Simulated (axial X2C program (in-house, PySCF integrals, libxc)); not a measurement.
# NPN²⁺: bond lengths and stretches, held linear

An exercise on one series of results from a longer session: the logs are not shown, and one member is left open.

The runs use an in-house X2C program for linear molecules on PySCF integrals; all-electron X2C, two-component (2c) or spin-free, N dyall-av3z, P dyall-v3z.

All values are calculated.

2 further runs of the same task are left out: 2 set aside as unsound or not needed.

The first run:

task.json reads:

```json
{"zs": [7, 15, 7], "q": 2, "bas": ["dyall-av3z", "dyall-v3z", "dyall-av3z"], "r0": [1.62, 1.62], "symm": 1, "scan": ["PBE0", "HF", "BHandHLYP"], "levels": ["PBE0", "HF", "B3LYP"], "nst": 2}
```

Keys: zs atomic numbers; q charge; bas basis sets; r0 starting distance in Å; symm equal bonds; scan levels of the two-bond scan; levels methods; nst determinants followed.

The run is started by

```bash
$ python solin.py task.json out
```

Masses N 14.003, P 30.974, N 14.003 u.

Among the steps run: Scan at PBE0, 2c; Scan at BHandHLYP, 2c; Scan at PBE0, spin-free.

One of the session's tables, all rows but one given; the rest of the session is left out.

```
               level  lower stretch (cm⁻¹)  upper stretch (cm⁻¹)
            PBE0, 2c                     ?                     ?
       BHandHLYP, 2c                 348.6                 574.9
     PBE0, spin-free                 444.8                 630.9
BHandHLYP, spin-free                 346.4                 575.2
```

Q: Estimate the row for PBE0, 2c from the others.

**Answer.** lower stretch (cm⁻¹): 447.4; upper stretch (cm⁻¹): 630.6. In the column «lower stretch (cm⁻¹)» it is the highest.

Scans not shown above were run alike.

Limits of these values: A multiply charged ion may be only metastable. The molecule was held linear; bending was not examined, so a bent shape may lie lower. Note: functional without a current term on a determinant with orbital currents, of the molecule or an atom.
